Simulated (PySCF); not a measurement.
Molecule: SMILES C[C@@H]1CC=NC1, C₅H₉N.

Molfile (atoms numbered from 1):
```
C5H9N
     RDKit          3D

 15 15  0  0  0  0  0  0  0  0999 V2000
    1.5592   -0.1213   -0.7620 C   0  0  0  0  0  0  0  0  0  0  0  0
    0.5005    0.1296    0.3040 C   0  0  2  0  0  0  0  0  0  0  0  0
   -0.5783   -0.9673    0.3058 C   0  0  0  0  0  0  0  0  0  0  0  0
   -1.6770   -0.3046   -0.4813 C   0  0  0  0  0  0  0  0  0  0  0  0
   -1.5627    0.9475   -0.6582 N   0  0  0  0  0  0  0  0  0  0  0  0
   -0.3358    1.3909   -0.0109 C   0  0  0  0  0  0  0  0  0  0  0  0
    1.0964   -0.2010   -1.7596 H   0  0  0  0  0  0  0  0  0  0  0  0
    2.1108   -1.0549   -0.5706 H   0  0  0  0  0  0  0  0  0  0  0  0
    2.2909    0.7008   -0.7986 H   0  0  0  0  0  0  0  0  0  0  0  0
    0.9882    0.2133    1.2875 H   0  0  0  0  0  0  0  0  0  0  0  0
   -0.2424   -1.9187   -0.1386 H   0  0  0  0  0  0  0  0  0  0  0  0
   -0.9435   -1.2058    1.3214 H   0  0  0  0  0  0  0  0  0  0  0  0
   -2.5521   -0.8475   -0.8652 H   0  0  0  0  0  0  0  0  0  0  0  0
    0.1982    2.1062   -0.6585 H   0  0  0  0  0  0  0  0  0  0  0  0
   -0.6135    1.9486    0.9017 H   0  0  0  0  0  0  0  0  0  0  0  0
  1  2  1  0
  2  3  1  0
  3  4  1  0
  4  5  2  0
  5  6  1  0
  6  2  1  0
  1  7  1  0
  1  8  1  0
  1  9  1  0
  2 10  1  1
  3 11  1  0
  3 12  1  0
  4 13  1  0
  6 14  1  0
  6 15  1  0
M  END
```

Geometry PBE0-D3(BJ)/def2-SVP throughout; GIAO in PySCF 2.14.0 with density-fitted response routines, gas phase, one conformer, non-relativistic; equivalent atoms averaged; functional PBE0.

For orientation, 6-311+G(2d,p) gives these shifts δ (against TMS, NH3 at the same level): C4 169.3, C6 70.1, C3 46.1, N5 370.6, H13 7.60, H15 3.86, H14 3.71, H12 2.60, H10 2.14 ppm.

A run gave: C4 170.5, C6 71.1, C3 46.9, N5 387.8, H13 7.40, H15 3.83, H14 3.69, H12 2.51, H10 1.97 ppm (shifts δ (against TMS, NH3 at the same level)).

**Question.** Which basis set was used in that run?
A. STO-3G
B. pcSseg-1
C. 6-31G
D. def2-SVP

**Answer.** B. C4 tells them apart best: pcSseg-1 gives 170.5, def2-SVP gives 160.8, STO-3G gives 129.7, 6-31G gives 159.2 ppm.
